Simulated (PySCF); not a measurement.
C2H3, SMILES C=[CH] (connectivity only; charge and spin as stated), charge +1, multiplicity 1.

Coordinates come from a B3LYP-D3(BJ)/def2-TZVP optimisation. The spin state was assumed, not searched. The isomer is the one that the SMILES or the coordinates give; other isomers of the formula were not compared.

These are ωB97X/def2-TZVPD run with PySCF values and carry that method's errors.

Symmetry labels are those of the subgroup C2v that the program uses (full group C2v).

Computed valence orbital energies around the gap with their symmetry:
```
orbital  symmetry  energy (eV)
-------  --------  -----------
HOMO−6         A1      -290.11
HOMO−5         A1      -287.70
HOMO−4         A1       -33.39
HOMO−3         A1       -27.21
HOMO−2         A1       -24.13
HOMO−1         B2       -23.16
HOMO           B1       -19.44
LUMO           B2        -8.51
LUMO+1         B1        -5.10
LUMO+2         A1        -2.63
LUMO+3         A1        -2.18
```
